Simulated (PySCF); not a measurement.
```xyz
3
charge 0 multiplicity 1, angstrom
S     0.0000    0.0000   -0.0550
H     0.9703    0.0000    0.8729
H    -0.9703    0.0000    0.8729
```

Computed with B3LYP in PySCF with S def2-TZVP, H def2-TZVP; no relativity; density-fitted integrals.

This geometry of H₂S is a stationary point at this level.

(1) What is the point group?

(2) Is it a minimum?

(3) Give the ideal-gas entropy at 298.15 K and 1 bar by parts.

(4) What is the atomisation energy, with and without zero-point energy?

Answers

(1) C2v.

(2) Yes: all harmonic wavenumbers are real.

(3) translation 152.8, rotation 52.7, vibration 0.2, spin 0.0; total 205.7 J/(mol K).

(4) 758 kJ/mol without, 718 kJ/mol with.
